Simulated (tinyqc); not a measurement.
UHF in the sto-3g basis, for OH-, spin multiplicity 1, step by step (part 1 of 3). The basis has no diffuse functions, so it cannot describe the extra electron: this is an exercise in the method, not the real anion. This run ends on a higher stationary point, not on the lowest solution. Computed by tinyqc, a small Python program that keeps every step (integrals from PySCF). Settings: charge = -1, multiplicity = 1, basis = sto-3g, energy threshold = 1e-08, iteration cap = 81, orthogonalisation = symmetric, start = Wolfsberg-Helmholz matrix, DIIS depth = 8, method = UHF, break = 0.7. Command: `OMP_NUM_THREADS=1 python tinyqc.py 26467 26468 out.jsonl` (the two numbers bound the seeds that draw the settings). One thread of a shared host (Intel(R) Xeon(R) Processor @ 2.60GHz), about 0.1 s of CPU time with the checks. Later iterations appear only in the table of the cycle.

## One-electron integrals

Geometry (angstrom):
```
atom        x        y        z
O     0.00000  0.00000  0.00000
H     0.00000  0.00000  1.78700
```

Basis sto-3g: exponents (1/bohr^2) and contraction coefficients of normalised primitives:
```
element  l (shell)   exponent  coefficient
O            s (1)  130.70932      0.15433
O            s (1)   23.80886      0.53533
O            s (1)    6.44361      0.44463
O            s (2)    5.03315     -0.09997
O            s (2)    1.16960      0.39951
O            s (2)    0.38039      0.70012
O            p (3)    5.03315      0.15592
O            p (3)    1.16960      0.60768
O            p (3)    0.38039      0.39196
H            s (1)    3.42525      0.15433
H            s (1)    0.62391      0.53533
H            s (1)    0.16886      0.44463
```

Overlap, kinetic and nuclear-attraction integrals over the contracted functions; the nuclear repulsion is the sum of Za Zb / Rab.

nuclear repulsion = 2.3690082 hartree

overlap S:
```
          1O 1s    1O 2s   1O 2px   1O 2py   1O 2pz    2H 1s
1O 1s   1.00000  0.23670  0.00000  0.00000  0.00000  0.00817
1O 2s   0.23670  1.00000  0.00000  0.00000  0.00000  0.11622
1O 2px  0.00000  0.00000  1.00000  0.00000  0.00000  0.00000
1O 2py  0.00000  0.00000  0.00000  1.00000  0.00000  0.00000
1O 2pz  0.00000  0.00000  0.00000  0.00000  1.00000  0.12304
2H 1s   0.00817  0.11622  0.00000  0.00000  0.12304  1.00000
```

kinetic energy T (hartree):
```
           1O 1s     1O 2s   1O 2px   1O 2py   1O 2pz     2H 1s
1O 1s   29.00320  -0.16801  0.00000  0.00000  0.00000  -0.00226
1O 2s   -0.16801   0.80813  0.00000  0.00000  0.00000  -0.01798
1O 2px   0.00000   0.00000  2.52873  0.00000  0.00000   0.00000
1O 2py   0.00000   0.00000  0.00000  2.52873  0.00000   0.00000
1O 2pz   0.00000   0.00000  0.00000  0.00000  2.52873   0.00152
2H 1s   -0.00226  -0.01798  0.00000  0.00000  0.00152   0.76003
```

nuclear attraction V (hartree):
```
            1O 1s     1O 2s    1O 2px    1O 2py    1O 2pz     2H 1s
1O 1s   -60.91458  -7.25317   0.00000   0.00000  -0.00445  -0.25628
1O 2s    -7.25317  -9.34804   0.00000   0.00000  -0.05621  -0.71187
1O 2px    0.00000   0.00000  -9.26787   0.00000   0.00000   0.00000
1O 2py    0.00000   0.00000   0.00000  -9.26787   0.00000   0.00000
1O 2pz   -0.00445  -0.05621   0.00000   0.00000  -9.29098  -0.63381
2H 1s    -0.25628  -0.71187   0.00000   0.00000  -0.63381  -3.59302
```

core Hamiltonian H = T + V (hartree):
```
            1O 1s     1O 2s    1O 2px    1O 2py    1O 2pz     2H 1s
1O 1s   -31.91138  -7.42118   0.00000   0.00000  -0.00445  -0.25854
1O 2s    -7.42118  -8.53991   0.00000   0.00000  -0.05621  -0.72985
1O 2px    0.00000   0.00000  -6.73914   0.00000   0.00000   0.00000
1O 2py    0.00000   0.00000   0.00000  -6.73914   0.00000   0.00000
1O 2pz   -0.00445  -0.05621   0.00000   0.00000  -6.76225  -0.63229
2H 1s    -0.25854  -0.72985   0.00000   0.00000  -0.63229  -2.83299
```

## Two-electron integrals

Functions are numbered as in S; the eight-fold symmetry (ij|kl) = (ji|kl) = (kl|ij) leaves the list below.

Two-electron integrals (ij|kl) in chemists' order, unique and non-zero (hartree):
```
(11|11) 4.78507   (21|11) 0.74138   (21|21) 0.13687   (22|11) 1.11895
(22|21) 0.25663   (22|22) 0.81721   (31|31) 0.02448   (32|31) 0.03781
(32|32) 0.18052   (33|11) 1.11581   (33|21) 0.25668   (33|22) 0.81702
(33|33) 0.88016   (41|41) 0.02448   (42|41) 0.03781   (42|42) 0.18052
(43|43) 0.04744   (44|11) 1.11581   (44|21) 0.25668   (44|22) 0.81702
(44|33) 0.78527   (44|44) 0.88016   (51|51) 0.02448   (52|51) 0.03781
(52|52) 0.18052   (53|53) 0.04744   (54|54) 0.04744   (55|11) 1.11581
(55|21) 0.25668   (55|22) 0.81702   (55|33) 0.78527   (55|44) 0.78527
(55|55) 0.88016   (61|11) 0.02589   (61|21) 0.00474   (61|22) 0.00885
(61|33) 0.00884   (61|44) 0.00884   (61|51) 0.00020   (61|52) 0.00039
(61|55) 0.00888   (61|61) 0.00017   (62|11) 0.08145   (62|21) 0.01900
(62|22) 0.06965   (62|33) 0.06847   (62|44) 0.06847   (62|51) 0.00139
(62|52) 0.01198   (62|55) 0.07193   (62|61) 0.00067   (62|62) 0.00841
(63|31) 0.00174   (63|32) 0.01102   (63|53) 0.00236   (63|63) 0.00106
(64|41) 0.00174   (64|42) 0.01102   (64|54) 0.00236   (64|64) 0.00106
(65|11) 0.06948   (65|21) 0.01638   (65|22) 0.06419   (65|33) 0.06169
(65|44) 0.06169   (65|51) 0.00266   (65|52) 0.02032   (65|55) 0.06912
(65|61) 0.00059   (65|62) 0.00943   (65|65) 0.01149   (66|11) 0.29578
(66|21) 0.07000   (66|22) 0.29494   (66|33) 0.28785   (66|44) 0.28785
(66|51) 0.00440   (66|52) 0.05460   (66|55) 0.30901   (66|61) 0.00247
(66|62) 0.05131   (66|65) 0.06679   (66|66) 0.77461
```

## Orthogonalisation

S = U s U^T; symmetric (Loewdin) form X = U s^(-1/2) U^T, so that X^T S X = 1.

eigenvalues of S: 0.73329  0.88855  1.00000  1.00000  1.10414  1.27402

X:
```
           1O 1s     1O 2s   1O 2px   1O 2py    1O 2pz     2H 1s
1O 1s    1.02201  -0.12340  0.00000  0.00000  -0.00073   0.00668
1O 2s   -0.12340   1.02738  0.00000  0.00000   0.00563  -0.06059
1O 2px   0.00000   0.00000  1.00000  0.00000   0.00000   0.00000
1O 2py   0.00000   0.00000  0.00000  1.00000   0.00000   0.00000
1O 2pz  -0.00073   0.00563  0.00000  0.00000   1.00580  -0.06266
2H 1s    0.00668  -0.06059  0.00000  0.00000  -0.06266   1.01107
```

## Starting guess

The start is the generalised Wolfsberg-Helmholz matrix (K = 1.75) built on H, with HOMO and LUMO mixed by +/-0.7 rad for the two spins; D(s) = C_occ C_occ^T for each spin.

D(alpha) at the start:
```
           1O 1s     1O 2s   1O 2px   1O 2py    1O 2pz     2H 1s
1O 1s    1.01989  -0.10046  0.00000  0.00000  -0.02571  -0.12582
1O 2s   -0.10046   0.48890  0.00000  0.00000   0.10389   0.43814
1O 2px   0.00000   0.00000  1.00000  0.00000   0.00000   0.00000
1O 2py   0.00000   0.00000  0.00000  1.00000   0.00000   0.00000
1O 2pz  -0.02571   0.10389  0.00000  0.00000   1.00220  -0.21184
2H 1s   -0.12582   0.43814  0.00000  0.00000  -0.21184   0.48891
```

D(beta) at the start:
```
           1O 1s     1O 2s   1O 2px   1O 2py    1O 2pz     2H 1s
1O 1s    1.04327  -0.19537  0.00000  0.00000  -0.05137   0.12518
1O 2s   -0.19537   0.87115  0.00000  0.00000   0.18647  -0.48989
1O 2px   0.00000   0.00000  1.00000  0.00000   0.00000   0.00000
1O 2py   0.00000   0.00000  0.00000  1.00000   0.00000   0.00000
1O 2pz  -0.05137   0.18647  0.00000  0.00000   0.87154   0.18069
2H 1s    0.12518  -0.48989  0.00000  0.00000   0.18069   0.37388
```

## Iteration 1: building the Fock matrix

J_ij = sum D_kl (ij|kl) with D = D(alpha) + D(beta), K_ij = sum D_kl (ik|jl) for each spin; F = H + J - K(s); E = tr D H + tr D J / 2 - 0.5 sum_s tr D(s) K(s) + E_nn.

Coulomb J (hartree):
```
           1O 1s    1O 2s   1O 2px   1O 2py   1O 2pz    2H 1s
1O 1s   17.75196  3.36274  0.00000  0.00000  0.02167  0.11685
1O 2s    3.36274  8.31040  0.00000  0.00000  0.14361  0.70973
1O 2px   0.00000  0.00000  8.30110  0.00000  0.00000  0.00000
1O 2py   0.00000  0.00000  0.00000  8.30110  0.00000  0.00000
1O 2pz   0.02167  0.14361  0.00000  0.00000  8.30655  0.66456
2H 1s    0.11685  0.70973  0.00000  0.00000  0.66456  3.39027
```

exchange K(alpha) (hartree):
```
           1O 1s    1O 2s   1O 2px   1O 2py    1O 2pz    2H 1s
1O 1s    4.86931  0.87025  0.00000  0.00000  -0.00229  0.02711
1O 2s    0.87025  1.08480  0.00000  0.00000   0.11227  0.22152
1O 2px   0.00000  0.00000  1.08951  0.00000   0.00000  0.00000
1O 2py   0.00000  0.00000  0.00000  1.08951   0.00000  0.00000
1O 2pz  -0.00229  0.11227  0.00000  0.00000   1.07608  0.08136
2H 1s    0.02711  0.22152  0.00000  0.00000   0.08136  0.41447
```

exchange K(beta) (hartree):
```
           1O 1s    1O 2s   1O 2px   1O 2py    1O 2pz    2H 1s
1O 1s    4.89394  0.85797  0.00000  0.00000  -0.00085  0.03650
1O 2s    0.85797  1.21679  0.00000  0.00000   0.15599  0.00427
1O 2px   0.00000  0.00000  1.12786  0.00000   0.00000  0.00000
1O 2py   0.00000  0.00000  0.00000  1.12786   0.00000  0.00000
1O 2pz  -0.00085  0.15599  0.00000  0.00000   1.04004  0.14402
2H 1s    0.03650  0.00427  0.00000  0.00000   0.14402  0.28693
```

F(alpha) (hartree):
```
            1O 1s     1O 2s   1O 2px   1O 2py    1O 2pz     2H 1s
1O 1s   -19.02874  -4.92870  0.00000  0.00000   0.01951  -0.16879
1O 2s    -4.92870  -1.31431  0.00000  0.00000  -0.02487  -0.24164
1O 2px    0.00000   0.00000  0.47245  0.00000   0.00000   0.00000
1O 2py    0.00000   0.00000  0.00000  0.47245   0.00000   0.00000
1O 2pz    0.01951  -0.02487  0.00000  0.00000   0.46822  -0.04909
2H 1s    -0.16879  -0.24164  0.00000  0.00000  -0.04909   0.14281
```

F(beta) (hartree):
```
            1O 1s     1O 2s   1O 2px   1O 2py    1O 2pz     2H 1s
1O 1s   -19.05337  -4.91641  0.00000  0.00000   0.01806  -0.17819
1O 2s    -4.91641  -1.44630  0.00000  0.00000  -0.06859  -0.02439
1O 2px    0.00000   0.00000  0.43410  0.00000   0.00000   0.00000
1O 2py    0.00000   0.00000  0.00000  0.43410   0.00000   0.00000
1O 2pz    0.01806  -0.06859  0.00000  0.00000   0.50426  -0.11174
2H 1s    -0.17819  -0.02439  0.00000  0.00000  -0.11174   0.27035
```

total energy of this density = -72.9696100 hartree

## Iteration 1: diagonalisation and new density

Diagonalise F' = X^T F X, C = X C', fill 5 alpha and 5 beta electrons from the bottom; D(s) = C_occ C_occ^T. Each column has its largest component positive (the first on a tie).

F' = X^T F X (alpha) (hartree):
```
           1         2        3        4         5         6
1  -18.65452  -2.67648  0.00000  0.00000   0.01765   0.02501
2   -2.67648  -0.39950  0.00000  0.00000  -0.00979  -0.21155
3    0.00000   0.00000  0.47245  0.00000   0.00000   0.00000
4    0.00000   0.00000  0.00000  0.47245   0.00000   0.00000
5    0.01765  -0.00979  0.00000  0.00000   0.48025  -0.08897
6    0.02501  -0.21155  0.00000  0.00000  -0.08897   0.17948
```

orbital energies (alpha) (hartree): MO1 -19.03886, MO2 -0.15742, MO3 0.29246, MO4 0.47245, MO5 0.47245, MO6 0.50953

coefficients C (alpha):
```
             MO1       MO2       MO3       MO4      MO5       MO6
1O 1s    0.99410  -0.21855   0.15103   0.00000  0.00000  -0.03133
1O 2s    0.02386   0.82632  -0.60985   0.00000  0.00000   0.13843
1O 2px   0.00000   0.00000   0.00000   0.92921  0.36955   0.00000
1O 2py   0.00000   0.00000   0.00000  -0.36955  0.92921   0.00000
1O 2pz  -0.00077   0.06338   0.27996   0.00000  0.00000   0.96602
2H 1s   -0.00168   0.49906   0.79133   0.00000  0.00000  -0.39325
```

F' = X^T F X (beta) (hartree):
```
           1         2        3        4         5         6
1  -18.68585  -2.63986  0.00000  0.00000   0.02355  -0.01313
2   -2.63986  -0.56949  0.00000  0.00000  -0.06518   0.01890
3    0.00000   0.00000  0.43410  0.00000   0.00000   0.00000
4    0.00000   0.00000  0.00000  0.43410   0.00000   0.00000
5    0.02355  -0.06518  0.00000  0.00000   0.52446  -0.15850
6   -0.01313   0.01890  0.00000  0.00000  -0.15850   0.29038
```

orbital energies (beta) (hartree): MO1 -19.06269, MO2 -0.19909, MO3 0.21075, MO4 0.43410, MO5 0.43410, MO6 0.61054

coefficients C (beta):
```
             MO1       MO2       MO3       MO4      MO5       MO6
1O 1s    0.99432  -0.26555   0.01332   0.00000  0.00000   0.02034
1O 2s    0.02298   1.03144  -0.08206   0.00000  0.00000  -0.05757
1O 2px   0.00000   0.00000   0.00000   0.98166  0.19065   0.00000
1O 2py   0.00000   0.00000   0.00000  -0.19065  0.98166   0.00000
1O 2pz  -0.00068   0.09761   0.39206   0.00000  0.00000   0.92323
2H 1s   -0.00137  -0.07899   0.87847   0.00000  0.00000  -0.50196
```

D(alpha) after iteration 1:
```
           1O 1s     1O 2s   1O 2px   1O 2py    1O 2pz     2H 1s
1O 1s    1.05881  -0.24897  0.00000  0.00000   0.02767   0.00878
1O 2s   -0.24897   1.05529  0.00000  0.00000  -0.11838  -0.07026
1O 2px   0.00000   0.00000  1.00000  0.00000   0.00000   0.00000
1O 2py   0.00000   0.00000  0.00000  1.00000   0.00000   0.00000
1O 2pz   0.02767  -0.11838  0.00000  0.00000   0.08239   0.25317
2H 1s    0.00878  -0.07026  0.00000  0.00000   0.25317   0.87527
```

D(beta) after iteration 1:
```
           1O 1s     1O 2s   1O 2px   1O 2py    1O 2pz     2H 1s
1O 1s    1.05937  -0.25214  0.00000  0.00000  -0.02137   0.03131
1O 2s   -0.25214   1.07114  0.00000  0.00000   0.06849  -0.15359
1O 2px   0.00000   0.00000  1.00000  0.00000   0.00000   0.00000
1O 2py   0.00000   0.00000  0.00000  1.00000   0.00000   0.00000
1O 2pz  -0.02137   0.06849  0.00000  0.00000   0.16324   0.33670
2H 1s    0.03131  -0.15359  0.00000  0.00000   0.33670   0.77795
```

Within a degenerate level the vectors are fixed only up to a rotation; this is one choice.

## Iteration 2: building the Fock matrix

As before.

Coulomb J (hartree):
```
           1O 1s    1O 2s   1O 2px   1O 2py   1O 2pz    2H 1s
1O 1s   17.04585  3.19563  0.00000  0.00000  0.00634  0.11090
1O 2s    3.19563  7.85229  0.00000  0.00000  0.09137  0.68419
1O 2px   0.00000  0.00000  7.88604  0.00000  0.00000  0.00000
1O 2py   0.00000  0.00000  0.00000  7.88604  0.00000  0.00000
1O 2pz   0.00634  0.09137  0.00000  0.00000  7.76176  0.64881
2H 1s    0.11090  0.68419  0.00000  0.00000  0.64881  3.74207
```

exchange K(alpha) (hartree):
```
           1O 1s     1O 2s   1O 2px   1O 2py    1O 2pz    2H 1s
1O 1s    4.89274   0.82171  0.00000  0.00000  -0.00044  0.03058
1O 2s    0.82171   1.25941  0.00000  0.00000  -0.08353  0.12718
1O 2px   0.00000   0.00000  1.12971  0.00000   0.00000  0.00000
1O 2py   0.00000   0.00000  0.00000  1.12971   0.00000  0.00000
1O 2pz  -0.00044  -0.08353  0.00000  0.00000   0.40724  0.14738
2H 1s    0.03058   0.12718  0.00000  0.00000   0.14738  0.71423
```

exchange K(beta) (hartree):
```
           1O 1s    1O 2s   1O 2px   1O 2py    1O 2pz    2H 1s
1O 1s    4.89530  0.82498  0.00000  0.00000  -0.00025  0.03170
1O 2s    0.82498  1.27584  0.00000  0.00000   0.08928  0.11992
1O 2px   0.00000  0.00000  1.13471  0.00000   0.00000  0.00000
1O 2py   0.00000  0.00000  0.00000  1.13471   0.00000  0.00000
1O 2pz  -0.00025  0.08928  0.00000  0.00000   0.48820  0.18487
2H 1s    0.03170  0.11992  0.00000  0.00000   0.18487  0.64609
```

F(alpha) (hartree):
```
            1O 1s     1O 2s   1O 2px   1O 2py    1O 2pz     2H 1s
1O 1s   -19.75826  -5.04726  0.00000  0.00000   0.00232  -0.17822
1O 2s    -5.04726  -1.94704  0.00000  0.00000   0.11869  -0.17284
1O 2px    0.00000   0.00000  0.01720  0.00000   0.00000   0.00000
1O 2py    0.00000   0.00000  0.00000  0.01720   0.00000   0.00000
1O 2pz    0.00232   0.11869  0.00000  0.00000   0.59227  -0.13087
2H 1s    -0.17822  -0.17284  0.00000  0.00000  -0.13087   0.19485
```

F(beta) (hartree):
```
            1O 1s     1O 2s   1O 2px   1O 2py    1O 2pz     2H 1s
1O 1s   -19.76083  -5.05054  0.00000  0.00000   0.00214  -0.17933
1O 2s    -5.05054  -1.96347  0.00000  0.00000  -0.05412  -0.16559
1O 2px    0.00000   0.00000  0.01220  0.00000   0.00000   0.00000
1O 2py    0.00000   0.00000  0.00000  0.01220   0.00000   0.00000
1O 2pz    0.00214  -0.05412  0.00000  0.00000   0.51131  -0.16836
2H 1s    -0.17933  -0.16559  0.00000  0.00000  -0.16836   0.26299
```

total energy of this density = -73.9266769 hartree

## Iteration 2: DIIS over 2 matrices

error matrix X^T (FDS - SDF) X (alpha):
```
          1         2        3        4         5         6
1   0.00000   0.00064  0.00000  0.00000   0.00746  -0.00196
2  -0.00064   0.00000  0.00000  0.00000  -0.01409   0.00036
3   0.00000   0.00000  0.00000  0.00000   0.00000   0.00000
4   0.00000   0.00000  0.00000  0.00000   0.00000   0.00000
5  -0.00746   0.01409  0.00000  0.00000   0.00000  -0.03887
6   0.00196  -0.00036  0.00000  0.00000   0.03887   0.00000
```

B (overlaps of the stored error matrices):
```
               1              2
1  2.7346775e-01  5.3057507e-02
2  5.3057507e-02  3.8358776e-02
```

Minimise |sum c_i e_i|^2 with sum c_i = 1: solve [B -1; -1 0][c; lambda] = [0; -1] with B_ij = tr e_i^T e_j summed over both spins, and take F = sum c_i F_i.

DIIS coefficients: -0.07145  1.07145

extrapolated F(alpha) (hartree):
```
            1O 1s     1O 2s    1O 2px    1O 2py    1O 2pz     2H 1s
1O 1s   -19.81039  -5.05574   0.00000   0.00000   0.00110  -0.17889
1O 2s    -5.05574  -1.99225   0.00000   0.00000   0.12895  -0.16793
1O 2px    0.00000   0.00000  -0.01533   0.00000   0.00000   0.00000
1O 2py    0.00000   0.00000   0.00000  -0.01533   0.00000   0.00000
1O 2pz    0.00110   0.12895   0.00000   0.00000   0.60113  -0.13671
2H 1s    -0.17889  -0.16793   0.00000   0.00000  -0.13671   0.19857
```

extrapolated F(beta) (hartree):
```
            1O 1s     1O 2s    1O 2px    1O 2py    1O 2pz     2H 1s
1O 1s   -19.81138  -5.06012   0.00000   0.00000   0.00100  -0.17942
1O 2s    -5.06012  -2.00042   0.00000   0.00000  -0.05309  -0.17567
1O 2px    0.00000   0.00000  -0.01795   0.00000   0.00000   0.00000
1O 2py    0.00000   0.00000   0.00000  -0.01795   0.00000   0.00000
1O 2pz    0.00100  -0.05309   0.00000   0.00000   0.51182  -0.17241
2H 1s    -0.17942  -0.17567   0.00000   0.00000  -0.17241   0.26247
```
